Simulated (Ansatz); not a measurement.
# Osmium, hcp: convergence with Fermi-Dirac smearing

Computed with Ansatz, r²SCAN, scalar-relativistic PAW, on the relaxed cell (a = 2.739 Å, c = 4.314 Å (c/a = 1.575); spin not included). Errors count from a run at 500 eV on a Γ-centred 22×22×12 mesh with Fermi-Dirac smearing of 0.1 eV, extrapolated to zero width. Fixed here: cutoff 500 eV, mesh 13×13×7. The SCF starts from atomic densities corrected by a trained network.

```tsv
width (eV)	E(σ→0) error (meV/atom)	F error (meV/atom)	P (GPa)	SCF iterations
0.01	1.0	0.8	-0.25	7
0.03	0.8	0.0	-0.24	6
0.1	1.1	-8.1	-0.02	7
0.2	2.3	-36.8	0.54	6
0.3	5.6	-86.9	1.50	6
0.6	45.7	-394.6	7.92	6
1.0	103.1	-1223.2	23.34	6
```
